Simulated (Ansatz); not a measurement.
A made-up structure of B2H5O (charge +1), closed shell:

```
8
angstrom
B -0.7183 0.8622 -0.8662
B -0.2351 0.0332 0.4892
O 0.8941 -0.8839 0.4905
H -1.5442 0.4031 -1.5946
H 0.0144 1.1390 0.6825
H -0.7216 0.0797 1.5710
H 1.4444 -1.0809 -0.2863
H 1.1694 -1.3650 1.2905
```

It is relaxed with PBE-D4/def2-SVP and then PBE0-D4/def2-TZVP (Ansatz 0.2.0). Atoms count as bonded within 1.22 times the sum of their covalent radii (H–H: 0.88 Å). The end point is not checked to be a true minimum.

Task: Does its bonding change? (A judgement: the text doesn't fix the answer.)

Result: Computed: Yes. Formed: B1–H5; broken: B2–H5.

Where it ends: The first stage lowers the energy by 3.17 eV in 22 steps. It ends as B₂H₅O ([BH2][BH][OH2]), total charge +1:
```
8
angstrom
B -0.6695 0.8878 -0.5067
B -0.2388 -0.1895 0.6816
O 0.9527 -1.0199 0.5979
H -1.3954 0.5538 -1.3927
H -0.3058 2.0229 -0.4553
H -0.8151 -0.4086 1.6960
H 1.5796 -1.0115 -0.1449
H 1.1954 -1.6477 1.3008
```

Labels in which every atom is bracketed show which atoms are joined, not bond orders.

For scale, one of the runs: PBE0-D4/def2-TZVP relaxation, 123 basis functions, launched by `ansatz run in.yaml --threads 2 --pin off --events-out ev --progress --plain --max-ram 4352MiB`. The run took about 9.5 s on 2 CPU threads of an Arm Neoverse V2 (shared host).
